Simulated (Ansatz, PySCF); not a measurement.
System: C$_{4}$H$_{5}$ (charge 0, doublet). It need not be the lowest isomer of its formula. 
Coordinates optimised at B3LYP-D3(BJ)/def2-TZVP (Ansatz, a quantum-chemistry and plane-wave program):
```
C
C 1 1.2816
H 2 1.0768 1 139.61
C 1 1.4761 2 149.30 3 -180.00
H 4 1.0838 1 117.61 2 71.91
H 4 1.0838 5 114.77 1 144.82
C 1 1.4956 2 149.37 3 0.00
H 7 1.0832 1 117.41 2 -71.92
H 7 1.0832 8 115.11 1 -144.65
```
Charge 0, spin multiplicity 2.

Dipole moments at this geometry, in debye (magnitudes).

```json
[
 {"level": "HF/def2-TZVPD", "program": "PySCF", "dipole (D)": "0.97"},
 {"level": "SVWN5/def2-TZVPD", "program": "Ansatz", "dipole (D)": "1.40"},
 {"level": "BLYP/def2-TZVPD", "program": "Ansatz", "dipole (D)": "1.33"},
 {"level": "revPBE/def2-TZVPD", "program": "Ansatz", "dipole (D)": "1.29"},
 {"level": "B97M-V/def2-TZVPD", "program": "Ansatz", "dipole (D)": "1.24"},
 {"level": "B3LYP/def2-TZVPD", "program": "Ansatz", "dipole (D)": "1.25"},
 {"level": "PBE0/def2-TZVPD", "program": "Ansatz", "dipole (D)": "1.22"},
 {"level": "TPSSh/def2-TZVPD", "program": "PySCF", "dipole (D)": "1.22"},
 {"level": "r2SCANh/def2-TZVPD", "program": "Ansatz", "dipole (D)": "1.20"},
 {"level": "CAM-B3LYP/def2-TZVPD", "program": "Ansatz", "dipole (D)": "1.22"},
 {"level": "LC-wPBE/def2-TZVPD", "program": "Ansatz", "dipole (D)": "1.15"},
 {"level": "wB97M-V/def2-TZVPD", "program": "Ansatz", "dipole (D)": "1.22"},
 {"level": "wB97X-V/def2-TZVPD", "program": "Ansatz", "dipole (D)": "[?]"}
]
```

**Question.** Fill in the missing entries.

**Answer.** 
- wB97X-V/def2-TZVPD, dipole (D): 1.23
